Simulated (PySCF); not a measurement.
Level of theory: B3LYP-D3(BJ)/def2-TZVP (PySCF 2.14.0). All species are isolated molecules in the gas phase. B3LYP has the VWN-RPA correlation part, as in Gaussian. Delta-SCF ions had no search for a lower state. 

Reference species (SMILES): `C#N` (neutral, multiplicity 1).

| Property | Value |
|---|---|
| dipole moment | 3.03 D |
| vertical ionisation energy (Delta-SCF) | 13.73 eV |

Changed species: `N#CC=S` (X = thioformyl; the reference has X = H).

Question: Predict the effect on the dipole moment and vertical ionisation energy (Delta-SCF).

Answer: the dipole moment decreases by 0.45 D, to 2.58 D; the vertical ionisation energy (Delta-SCF) drops by 3.74 eV, to 9.99 eV.
